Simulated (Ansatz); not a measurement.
```yaml
crystal:
  periodic: [false, false, false]
  atoms:
    - {symbol: N, position_ang: [-2.248706, 0.241259, -1.566249]}
    - {symbol: B, position_ang: [-0.023728, -1.457238, -0.294334]}
    - {symbol: N, position_ang: [2.280908, -0.491705, 1.497196]}
    - {symbol: H, position_ang: [-3.827391, -0.637788, -2.831558]}
    - {symbol: H, position_ang: [-2.435902, 2.440468, -1.315773]}
    - {symbol: H, position_ang: [2.597337, 1.625955, 2.088534]}
    - {symbol: H, position_ang: [3.792344, -1.870773, 2.321644]}
basis:
  gaussian: {orbitals: 6-31G}
magnetization: {spin_polarized: true, initial_magnetization: 1}
hamiltonian: {xc: {name: revPBE}, dispersion: d4}
output: {forces: true}
```

```sh
$ ansatz run in.yaml --threads 2 --pin off --events-out ev --progress --plain --max-ram 32768MiB --backend cpu
```

Shortened log:

```
Functional definition: revPBE
518 factors; integrals over basis functions are off by at most 2.5e-4 eV
mean field evaluation 1: about -3666.6135 eV, gradient 6.7e1 eV
mean field evaluation 2: about -3323.9847 eV, gradient 1.3e2 eV
mean field evaluation 4: about -3460.8879 eV, gradient 1.1e2 eV
mean field evaluation 8: about -3693.5798 eV, gradient 8.1e0 eV
mean field evaluation 16: about -3696.6591 eV, gradient 1.1e-1 eV
mean field evaluation 64: about -3696.6578 eV, gradient 3.6e-3 eV
mean field evaluation 96: about -3695.9337 eV, gradient 3.6e-3 eV
mean field evaluation 160: about -3696.4384 eV, gradient 1.5e-6 eV
mean field -3696.65783150 eV, -135.8496696229 hartree, gradient 7.4e-6 eV, S^2 4.267830; 11 other end points of the search recorded, 0 dependent functions left out
reference -3696.65789770 eV, -135.8496720557 hartree; 12, 11 occupied and 23, 24 virtual orbitals, 518 factors
Total energy: -3696.85047238 eV, -135.8567490449 hartree
Atom 0 at    -2.248706     0.241259    -1.566249 Å, force    -0.381381     0.175784    -0.238274 eV/Å
Atom 1 at    -0.023728    -1.457238    -0.294334 Å, force     0.014428     0.482328     0.094070 eV/Å
Atom 2 at     2.280908    -0.491705     1.497196 Å, force     0.388326     0.051223     0.282324 eV/Å
Atom 3 at    -3.827391    -0.637788    -2.831558 Å, force     0.674129     0.378893     0.540918 eV/Å
Atom 4 at    -2.435902     2.440468    -1.315773 Å, force     0.070146    -0.855730    -0.099368 eV/Å
Atom 5 at     2.597337     1.625955     2.088534 Å, force    -0.120452    -0.824872    -0.228369 eV/Å
Atom 6 at     3.792344    -1.870773     2.321644 Å, force    -0.645196     0.592375    -0.351300 eV/Å
Dipole moment:    -0.006471    -0.216704    -0.042280 e Å
```

Problem. Something in this input is off. What?

Solution. The geometry is stretched to more than twice its size. The run converged. The result belongs to that input, not to the molecule as meant.
